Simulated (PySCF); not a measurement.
Computed with PySCF with PBE-D3(BJ)/def2-TZVP // PBE0-D3(BJ)/def2-TZVP. Gas-phase values, no solvent. Delta-SCF ions had no search for a lower state. 

Reference species (SMILES): `[SiH4]` (neutral, multiplicity 1).

```yaml
vertical ionisation energy (Delta-SCF): 12.13 eV
HOMO: -8.51 eV
HOMO–LUMO gap: 8.74 eV
```

Changed species: `[SiH3]S` (3 of 4 SH replaced by H; the reference has 4 of 4 SH replaced by H).

Question: What does the change do to the vertical ionisation energy (Delta-SCF), HOMO and HOMO–LUMO gap?

Answer: the vertical ionisation energy (Delta-SCF) falls by 2.43 eV, to 9.70 eV; the HOMO rises by 2.23 eV, to -6.28 eV; the HOMO–LUMO gap drops by 3.20 eV, to 5.54 eV.
